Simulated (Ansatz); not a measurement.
Two isomers of C3H10N2: A = `CNC(C)N`, B = `CC(N)CN`.

Program: Ansatz. Geometries: PBE0-D4/def2-TZVP. ΔE: electronic, gas phase. CCSD(T)/CBS is the MP2 limit (def2-TZVPP, def2-QZVPP) plus CCSD(T) − MP2 in def2-TZVPP, frozen cores. DFT in def2-TZVPP. B3LYP here is the variant with VWN-RPA as its local correlation; programs differ in this. Each species was taken in one conformer, which may not be the lowest.

**Question.** Which isomer does CCSD(T)/CBS put lower? Give the gap. (Estimate.)

**Answer.** Computed: B, by 17.9 kJ/mol.

**Question.** Give E(B) − E(A) in kJ/mol with HF/def2-TZVPP, B3LYP-D4, CCSD/def2-TZVPP, LDA (SPW92), CCSD(T)/def2-SVP, B3LYP, r2SCAN-D4. (An estimate is asked.)

**Answer.** The calculation gave: HF/def2-TZVPP -12.1, B3LYP-D4 -14.4, CCSD/def2-TZVPP -17.7, LDA (SPW92) -14.6, CCSD(T)/def2-SVP -13.2, B3LYP -12.8, r2SCAN-D4 -15.6. None reverses the order clearly.

**Question.** Does the order hold for the free energy at 298.15 K (harmonic terms from PBE0-D4)? (Best estimate.)

**Answer.** Ansatz gave: Yes: G(B) − G(A) = -15.2 kJ/mol, for one conformer each.

Largest T1 diagnostic: 0.009.

At CCSD(T), def2-SVP lies +4.7 kJ/mol from the extrapolated value and def2-TZVPP −0.1 kJ/mol. In def2-TZVPP, CCSD(T) changes the Hartree–Fock value by −5.8 kJ/mol (the triples alone add −0.2 kJ/mol) and MP2 by −6.9 kJ/mol.
